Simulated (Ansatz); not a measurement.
Geometry optimisation, RHF/def2-SVP in Ansatz 0.2.0.

The input (input.yaml):

```yaml
crystal:
  periodic: [false, false, false]
  atoms:
    - { symbol: B, position_ang: [0.0, 0.0, 0.0] }
    - { symbol: H, position_ang: [0.0, 0.0, 1.54] }
    - { symbol: C, position_ang: [1.3856, 0.0, -0.8] }
    - { symbol: H, position_ang: [1.7152, -1.0462, -0.9702] }
    - { symbol: H, position_ang: [1.2491, 0.508, -1.7774] }
    - { symbol: H, position_ang: [2.1552, 0.5381, -0.2082] }
    - { symbol: H, position_ang: [-1.0305, 0.0, -0.595] }
    - { symbol: P, position_ang: [0.0991, 2.0949, 0.6969] }
    - { symbol: H, position_ang: [0.6595, 2.1347, 2.001] }
    - { symbol: H, position_ang: [0.9104, 2.8515, -0.1895] }
    - { symbol: H, position_ang: [0.0413, 0.873, 1.6712] }
basis:
  gaussian: { orbitals: def2-SVP }
hamiltonian:
  xc: hf
relax:
  f_tol: 0.15
  max_steps: 25
  restrain:
    - { distance: [0, 7], at: 3.11, k: 30.0 }
    - { distance: [10, 1], at: 1.86, k: 30.0 }
    - { distance: [0, 1], at: 1.19, k: 30.0 }
    - { distance: [10, 7], at: 1.42, k: 30.0 }
```

Command:

```bash
$ ansatz run input.yaml --threads 1 --pin off --max-ram 2048MiB --backend cpu --events-out ev --progress --plain --runs-dir out
```

**Question.** Where does it end, and by what steps?

**Answer.** It converged. The restraints hold the end off the free minimum; the threshold counts their pulls, which the force column leaves out. Restrained pairs: B1–P8 (2.21 → 3.12 Å), H2–H11 (0.88 → 1.88 Å), B1–H2 (1.54 → 1.19 Å), P8–H11 (1.56 → 1.42 Å). After 7 steps the energy has fallen by 5.117 eV (the restraints' own energy left out); P8 moved furthest, 0.77 Å.

| step | energy less start (eV) | largest force component (eV/Å) | accepted |
| --- | --- | --- | --- |
| 0 | 0.0000 | 4.512 | yes |
| 1 | -0.6305 | 3.682 | yes |
| 2 | -1.8261 | 2.897 | yes |
| 3 | -3.1254 | 2.372 | yes |
| 4 | -4.3710 | 1.659 | yes |
| 5 | -4.9367 | 1.122 | yes |
| 6 | -5.1010 | 0.478 | yes |
| 7 | -5.1165 | 0.513 | yes |

```xyz
11
Properties=species:S:1:pos:R:3
B 0.086 -0.231 0.008
H 0.087 -0.597 1.144
C 1.423 -0.138 -0.824
H 1.626 -1.155 -1.184
H 1.352 0.500 -1.706
H 2.286 0.165 -0.233
H -0.983 -0.020 -0.498
P -0.135 2.664 1.154
H 0.861 2.843 2.138
H 0.757 2.668 0.065
H -0.174 1.255 1.305
```

Time of the run: 13 s on 1 thread of Arm Neoverse V1, with other jobs on the host, peak memory 0.14 GiB.
